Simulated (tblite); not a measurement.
Compound: C5H6O (charge -1 and doublet state).
Geometry (GFN2-xTB, Å), atoms numbered from 1 in this order:
```xyz
12
C5H6O angstrom
C     -2.088    0.149   -0.265
C     -0.861    0.723   -0.185
C      0.244    0.220    0.638
C      1.167   -0.767   -0.188
C      2.456   -0.658   -0.303
O      3.546   -0.104   -0.135
H     -2.832    0.480   -0.974
H     -2.372   -0.665    0.385
H     -0.617    1.522   -0.879
H     -0.139   -0.339    1.502
H      0.889    1.027    0.994
H      0.609   -1.589   -0.617
```

Computed values, GFN2-xTB/tblite, gas phase, harmonic and unscaled. This tight-binding method is rough: wavenumbers can miss measured ones by several per cent, in bad cases by 10 to 20. One conformer, not necessarily the lowest. Open shells enter through the occupations alone, without spin polarisation, and single modes of such species can be off by tens of per cent.

Harmonic wavenumbers (cm⁻¹): 55.1, 92.7, 168.6, 271.5, 393.2, 401.5, 499.4, 553.0, 625.8, 653.6, 783.6, 866.8, 888.5, 974.5, 1066.3, 1139.5, 1209.1, 1239.2, 1284.7, 1291.1, 1419.1, 1480.4, 1604.9, 2005.6, 2875.6, 2949.8, 2982.7, 3001.7, 3052.1, 3069.9.

A = 15417, B = 1500, C = 1463 MHz; mass 82.042 u (most abundant isotopes); point group C1, symmetry number 1; spin multiplicity 2.

**Question.** Zero-point energy?

**Answer.** ½Σν̃ = 19450 cm⁻¹ = 55.61 kcal/mol.

**Question.** What is S at 298.15 K and 1 bar for an ideal gas of classical rigid rotors and harmonic oscillators?

**Answer.** Translation 39.15, rotation 26.65, vibration 17.11, spin (R ln 2) 1.38: S = 84.3 cal/(mol K).

**Question.** And Cp and H(298.15 K) − H(0)?

**Answer.** Cp = 26.36 cal/(mol K), of which vibrations give 18.41 (their classical limit is 30 R = 59.6); H(298.15 K) − H(0) = 5.08 kcal/mol without the zero-point energy, 2.71 from vibrations.

**Question.** What must be added to the electronic energy to get the Gibbs energy at 298.15 K and 1 bar?

**Answer.** ZPE + [H(298.15 K) − H(0)] − T·S = 55.61 + 5.08 − 25.13 = 35.56 kcal/mol.

**Question.** How do the functions run with temperature in this model?

**Answer.** 
| T (K) | S (cal/(mol K)) | Cp (cal/(mol K)) | H − H(0) (kcal/mol) | G − H(0) (kcal/mol) | ln q(vib) |
| --- | --- | --- | --- | --- | --- |
| 50 | 54.9 | 11.1 | 0.46 | -2.28 | 0.31 |
| 100 | 63.5 | 14.0 | 1.09 | -5.26 | 1.03 |
| 373.15 | 90.7 | 30.8 | 7.22 | -26.62 | 5.19 |
| 500 | 100.6 | 37.1 | 11.55 | -38.76 | 7.13 |
| 750 | 117.5 | 45.9 | 22.00 | -66.09 | 10.84 |
| 1000 | 131.5 | 51.7 | 34.26 | -97.26 | 14.29 |

q(vib) and H(0) count from the zero-point level.

**Question.** Blend soft modes into free rotors: weight 1/[1 + (100 cm⁻¹/ν̃)⁴] for the oscillator and the rest for a rotor with moment μB/(μ + B), μ = h/(8π²ν), B = 10⁻⁴⁴ kg m². What vibrational entropy results?

**Answer.** 15.64 cal/(mol K) in place of 17.11, which changes −T·S at 298.15 K by +0.44 kcal/mol.

**Question.** Which modes carry the vibrational entropy at 298.15 K?

**Answer.** 55.1 cm⁻¹: 4.63; 92.7 cm⁻¹: 3.60; 168.6 cm⁻¹: 2.45; 271.5 cm⁻¹: 1.59; 393.2 cm⁻¹: 0.99; 401.5 cm⁻¹: 0.96 cal/(mol K); the other 24 give 2.90 together.

Hindered rotation and anharmonicity are outside this model. Other conformers, if any are populated, would add a mixing term that is left out. The structure is chiral; the term R ln 2 for an equal mix with its mirror image is left out.

Hardware: one thread, Arm Neoverse V1 (aarch64), on a shared host. Cost: 0.23 s of wall time. This covers the Hessian and the dipole derivatives.
